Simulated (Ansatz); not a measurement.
in.yaml

```yaml
crystal:
  periodic: [false, false, false]
  atoms:
    - {symbol: Si, position_ang: [0.000000, 0.000000, 0.099160]}
    - {symbol: C, position_ang: [0.000000, 0.000000, -2.165707]}
    - {symbol: H, position_ang: [0.000000, 0.000000, 2.066547]}
basis:
  gaussian: {orbitals: 6-31G}
magnetization: {spin_polarized: true, initial_magnetization: 1}
correlation: {method: ccsdt_q, electrons: outside_noble_gas}
```

```sh
$ ansatz run in.yaml --threads 1 --pin off --events-out ev --progress --plain --max-ram 2393MiB
```

The program prints:

```
505 factors; integrals over basis functions are off by at most 5.5e-8 eV
mean field evaluation 1: about -8896.7492 eV, gradient 4.4e0 eV
mean field evaluation 2: about -8896.7499 eV, gradient 4.4e0 eV
mean field evaluation 4: about -8897.2498 eV, gradient 3.1e0 eV
mean field evaluation 8: about -8897.4480 eV, gradient 2.8e0 eV
mean field evaluation 16: about -8899.6723 eV, gradient 7.8e-3 eV
mean field evaluation 32: about -8898.5915 eV, gradient 4.4e-6 eV
mean field evaluation 64: about -8897.4466 eV, gradient 2.8e0 eV
mean field evaluation 96: about -8897.2133 eV, gradient 1.4e0 eV
mean field evaluation 128: about -8897.6292 eV, gradient 4.7e0 eV
mean field evaluation 160: about -8898.3571 eV, gradient 6.5e-1 eV
...
cycle  29  -3.50148351 eV  change    2.4e-5 eV  update   1.1e-5
cycle  30  -3.50147316 eV  change    1.0e-5 eV  update   7.6e-6
cycle  31  -3.50146376 eV  change    9.4e-6 eV  update   5.5e-6
cycle  32  -3.50146263 eV  change    1.1e-6 eV  update   3.8e-6
cycle  33  -3.50146071 eV  change    1.9e-6 eV  update   2.3e-6
cycle  34  -3.50145994 eV  change    7.7e-7 eV  update   1.7e-6
cycle  35  -3.50145948 eV  change    4.6e-7 eV  update   1.1e-6
cycle  36  -3.50145927 eV  change    2.1e-7 eV  update   6.8e-7
cycle  37  -3.50145889 eV  change    3.8e-7 eV  update   4.9e-7
cycle  38  -3.50145871 eV  change    1.9e-7 eV  update   3.8e-7
perturbative correction -0.06497025 eV, -0.0023876126 hartree
Total energy: -8903.23876634 eV, -327.1879898308 hartree
```

For the same geometry and basis full CI lies 37.2 meV lower. The determinant has ⟨S²⟩ = 2.26, so this isn't a pure spin state. By full CI's occupations no single determinant describes the state well.

Ran on 1 thread of Arm Neoverse V1, shared host: 9.5 s wall, 0.15 GiB peak host memory.
